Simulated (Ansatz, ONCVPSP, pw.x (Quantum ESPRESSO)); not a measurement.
lithium: does the ONCV potential hold in the solid?

- Element: lithium (Li)
- Generator: ONCVPSP 4.0.1
- Type: optimised norm-conserving Vanderbilt (ONCV)
- Functional: PBE
- Relativity: scalar-relativistic
- Frozen core: [He]
- Valence charge: 1
- Reference configuration: 2s1
- Partial waves: 2s: rc 2.95 bohr, ncon 4, nbas 9, qcut 1.9 1/bohr, 2 projectors, debl 4 Ha; p scattering state at 0.39 Ha: rc 2.50 bohr, ncon 3, nbas 8, qcut 3.1 1/bohr, 2 projectors, debl 0.5 Ha; d scattering state at 0.43 Ha: rc 2.25 bohr, ncon 3, nbas 6, qcut 3.7 1/bohr, 2 projectors, debl 2.4 Ha
- Local potential: polynomial inside 2.00 bohr (lpopt 5, dvloc0 0 Ha)
- Core correction: none

Atomic tests: cutoffs needed: 1.5 Ha and 8.4 Ha (the cutoffs (Ha) at which the residual kinetic energy of the hardest occupied pseudo-wave falls to 1 and 0.1 mHa per electron) The cutoffs count occupied waves only; projector 2 of the s channel, the hardest unoccupied one, needs 40 Ha at the loose tolerance.; ghost test: ghosts flagged at negative energy: s at -15.5 eV; no localised positive-energy state flagged; a true bound ghost makes a file unfit for plane-wave use; configuration tests: 1 of 2 tests not solved or not reliable.

Crystal test: bcc Li in pw.x 7.5, no spin, 13³ k-points, Fermi–Dirac smearing 0.01 Ry, cutoffs 35/140 Ry. The reference is all-electron LAPW (Ansatz 0.2.0) with the same functional, mesh and smearing; V0 and B0 come from Birch–Murnaghan fits to the pressures at five volumes. Errors are pseudo minus all-electron; Δ is the rms difference of the E(V) curves that follow from these fits, minima aligned, over ±6 % about the mean V0. Mesh and smearing are coarse, so the numbers serve the comparison and aren't converged zero-temperature values; the lattice is a test structure that the element need not adopt.

| V (Å³/atom) | P all-electron (GPa) | P pseudo (GPa) |
| --- | --- | --- |
| 19.352 | 0.71 | -31.20 |
| 19.862 | 0.30 | -30.47 |
| 20.371 | -0.05 | -28.62 |
| 20.880 | -0.38 | -25.76 |
| 21.390 | -0.67 | -23.44 |

All-electron: a0 = 3.436 Å (V0 = 20.29 Å³/atom), B0 = 13.8 GPa.

Pseudopotential: mean pressure error (GPa): -27.88. The pressure does not cross zero within the volumes sampled, so no fit is given. The largest radius (2.95 bohr) exceeds half the bond length (2.82 bohr), so the spheres overlap, which is one possible source of error among others. This is a poor potential for the solid. The pseudo pressure rises with volume over the whole range, a mechanical instability. Note: ghosts flagged at negative energy: s at -15.5 eV; no localised positive-energy state flagged. A true bound ghost makes a file unfit for plane-wave use. Atomic configuration tests: 1 of 2 tests not solved or not reliable.

Question: At the middle volume, how do free energy and pressure move when the wave cutoff is lowered (ecutrho kept at four times it)?

Answer:

```json
{"cutoff (Ry)": "16", "shift of F (meV/atom)": "+7214.4", "shift of P (GPa)": "-14.86"}
{"cutoff (Ry)": "21", "shift of F (meV/atom)": "+3423.4", "shift of P (GPa)": "-20.41"}
{"cutoff (Ry)": "28", "shift of F (meV/atom)": "+2206.5", "shift of P (GPa)": "-58.27"}
```

Input at the middle volume:

```
&control
  calculation='scf', prefix='x', pseudo_dir='./', outdir='./tmp', tstress=.true., disk_io='low'
/
&system
  ibrav=0, nat=1, ntyp=1, ecutwfc=35, ecutrho=140, nbnd=7,
  occupations='smearing', smearing='fd', degauss=0.01
/
&electrons
  conv_thr=1e-09, mixing_beta=0.4, electron_maxstep=70
/
ATOMIC_SPECIES
Li 1.0 Li.UPF
CELL_PARAMETERS angstrom
  -1.72048458 1.72048458 1.72048458
  1.72048458 -1.72048458 1.72048458
  1.72048458 1.72048458 -1.72048458
ATOMIC_POSITIONS crystal
Li 0.0000 0.0000 0.0000
K_POINTS automatic
13 13 13 0 0 0
```

```bash
pw.x < Li.scf.in > Li.scf.out
```

Lines of the output:

```
Message from routine setup:
     using ibrav=0 with symmetry is DISCOURAGED, use correct ibrav instead
     lattice parameter (alat)  =       5.6313  a.u.
     unit-cell volume          =     137.4703 (a.u.)^3
     number of electrons       =         1.00
     number of Kohn-Sham states=            7
     kinetic-energy cutoff     =      35.0000  Ry
     charge density cutoff     =     140.0000  Ry
     scf convergence threshold =      1.0E-09
     Exchange-correlation= PBE
     number of k points=    84  Fermi-Dirac smearing, width (Ry)=  0.0100
     iteration #  1     ecut=    35.00 Ry     beta= 0.40
     total energy              =      -1.11327235 Ry
     estimated scf accuracy    <       0.03428510 Ry
     iteration #  2     ecut=    35.00 Ry     beta= 0.40
     negative rho (up, down):  3.703E-03 0.000E+00
     total energy              =      -1.11902352 Ry
     estimated scf accuracy    <       0.01629558 Ry
     iteration #  3     ecut=    35.00 Ry     beta= 0.40
     total energy              =      -1.12084021 Ry
     estimated scf accuracy    <       0.00075914 Ry
     iteration #  4     ecut=    35.00 Ry     beta= 0.40
     total energy              =      -1.12115646 Ry
     estimated scf accuracy    <       0.00012961 Ry
     iteration #  5     ecut=    35.00 Ry     beta= 0.40
     total energy              =      -1.12119010 Ry
     estimated scf accuracy    <       0.00000331 Ry
     iteration #  6     ecut=    35.00 Ry     beta= 0.40
     total energy              =      -1.12119242 Ry
     estimated scf accuracy    <       0.00000003 Ry
     iteration #  7     ecut=    35.00 Ry     beta= 0.40
     total energy              =      -1.12119250 Ry
     estimated scf accuracy    <       0.00000003 Ry
     iteration #  8     ecut=    35.00 Ry     beta= 0.40
     total energy              =      -1.12119253 Ry
     estimated scf accuracy    <          2.0E-09 Ry
     iteration #  9     ecut=    35.00 Ry     beta= 0.40
     the Fermi energy is    -7.8849 ev
!    total energy              =      -1.12119253 Ry
     estimated scf accuracy    <          1.8E-10 Ry
     smearing contrib. (-TS)   =      -0.00461549 Ry
     The total energy is F=E-TS. E is the sum of the following terms:
     one-electron contribution =      -0.08765143 Ry
     hartree contribution      =       0.03812900 Ry
     xc contribution           =      -0.50738682 Ry
     ewald contribution        =      -0.55966780 Ry
     convergence has been achieved in   9 iterations
          total   stress  (Ry/bohr**3)                   (kbar)     P=     -286.23
```

The run at the middle volume (84 k-points, 9 iterations) took about 3.3 s on one core of a shared host (Intel(R) Xeon(R) 6975P-C, 192 threads, 378 GiB, load 76).
